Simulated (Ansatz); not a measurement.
# Scan of [Cl···H···GeH$_{3}$], doublet

Starting geometry:

```xyz
6

Cl   -2.1957    0.0000    0.0000
H    -0.9169    0.0000    0.0000
Ge    1.0223    0.0000    0.0000
H     1.4910   -1.4659    0.0000
H     1.4910    0.7330   -1.2695
H     1.4910    0.7330    1.2695
```

From there H2 is moved from one fragment to the other while all else, the fragments' distance too, stays fixed; atoms are numbered as listed. Energies are in eV, counted from the starting geometry at the same level. Kohn–Sham curves are unrestricted where that lies lower.

Basis cc-pVDZ; Ansatz 0.2.0. Only valence electrons are correlated (noble-gas cores and the filled d shells of p-block atoms frozen). Prefix R: restricted or restricted open-shell reference; prefix U: unrestricted. No spin–orbit coupling is included, and no scalar relativity.

In so small a basis the reference is far from its limit while semilocal and hybrid functionals are nearer theirs (RPA and double hybrids share much of the reference's basis error), so the functionals' errors here hold much of the reference's basis and frozen-core error, which can add to them or hide them.

Full CI isn't at hand for all of this; UCCSDT(Q) serves as the reference, and is uncertain by about the last step of the cluster series.

| distance Cl1-H2 (Å) | UCCSDT(Q) | PBE | r2SCAN | PBE0 | B3LYP | wB97M-V | B2PLYP | RPA-PBE |
| --- | --- | --- | --- | --- | --- | --- | --- | --- |
| 1.279 | 0.000 | 0.000 | 0.000 | 0.000 | 0.000 | 0.000 | 0.000 | 0.000 |
| 1.337 | -0.035 | -0.087 | -0.068 | -0.064 | -0.071 | -0.045 | -0.053 | -0.049 |
| 1.454 | 0.027 | -0.102 | -0.052 | -0.045 | -0.073 | 0.009 | -0.023 | -0.018 |
| 1.571 | 0.132 | -0.011 | 0.051 | 0.054 | 0.001 | 0.122 | 0.067 | 0.063 |
| 1.688 | 0.265 | 0.170 | 0.219 | 0.217 | 0.141 | 0.272 | 0.206 | 0.189 |
